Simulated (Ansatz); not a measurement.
CH$_{6}$AlN, 9 atoms. Total charge 0; spin multiplicity 1. The bonds changed during the relaxation, so this is another structure than the one it started from. All runs use 2 threads of an INTEL XEON PLATINUM 8581C on a shared host. Correlated methods freeze the cores. Open-shell runs search over several starts.

How many basis functions does each run have, and how long does it take in Ansatz? UKS PBE-D4/def2-TZVPP energy of the cation; RHF-MP2/def2-QZVPP energy; RKS r2SCAN-D4/def2-TZVPP energy and forces; UHF-CCSD(T)/def2-TZVPP energy of the cation; RKS B97M-V/def2-TZVPP energy; RKS PBE0-D4/def2-SVP energy; UKS ωB97M-V/def2-TZVPP energy of the cation; UHF-MP2/def2-QZVPP energy of the cation; UKS r2SCAN-D4/def2-TZVPP energy of the cation; RKS PBE0-D4/def2-TZVPP energy; UKS B2PLYP (frozen core)/def2-TZVPP energy of the cation; RHF-CCSD(T)/def2-SVP energy. (Best estimate.)

The calculation gave: Other jobs shared the machine, so times are rough.

| level | job | functions | wall time | peak host memory (GiB) |
| --- | --- | --- | --- | --- |
| RKS PBE0-D4/def2-SVP | energy | 76 | 0.45 s | 0.36 |
| RHF-CCSD(T)/def2-SVP | energy | 76 | 0.95 s | 0.36 |
| RKS PBE0-D4/def2-TZVPP | energy | 188 | 1.3 s | 0.39 |
| RKS r2SCAN-D4/def2-TZVPP | energy and forces | 188 | 2 s | 0.22 |
| RKS B97M-V/def2-TZVPP | energy | 188 | 3.5 s | 0.27 |
| UKS PBE-D4/def2-TZVPP | energy of the cation | 188 | 5.5 s | 0.44 |
| UKS r2SCAN-D4/def2-TZVPP | energy of the cation | 188 | 5.5 s | 0.36 |
| UKS B2PLYP (frozen core)/def2-TZVPP | energy of the cation | 188 | 7 s | 0.56 |
| UKS ωB97M-V/def2-TZVPP | energy of the cation | 188 | 8.5 s | 0.63 |
| RHF-MP2/def2-QZVPP | energy | 364 | 9.5 s | 1.5 |
| UHF-MP2/def2-QZVPP | energy of the cation | 364 | 40 s | 1.6 |
| UHF-CCSD(T)/def2-TZVPP | energy of the cation | 188 | 4 min | 1.9 |
